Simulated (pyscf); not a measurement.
PySCF, gas phase, ωB97X-D3(BJ)/def2-SVP geometries.

How much does it cost (ΔH, 298 K, ωB97M-D3(BJ)/def2-TZVP) to split H₃C–CH₂–Sn(OH)(OH)–OH at its C–Sn bond into •H₂C–CH₃ + HO–Sn•(OH)–OH?

C–Sn to •H₂C–CH₃ + HO–Sn•(OH)–OH: 63.4 kcal/mol. The 7 functionals that were run give +55.4 (r²SCAN) to +68.4 kcal/mol (ωB97X-D3(BJ)). Other isomers of •H₂C–CH₃, HO–Sn•(OH)–OH were not searched in full and may lie lower. Elements past Kr carry the def2 core potentials, without spin-orbit coupling.
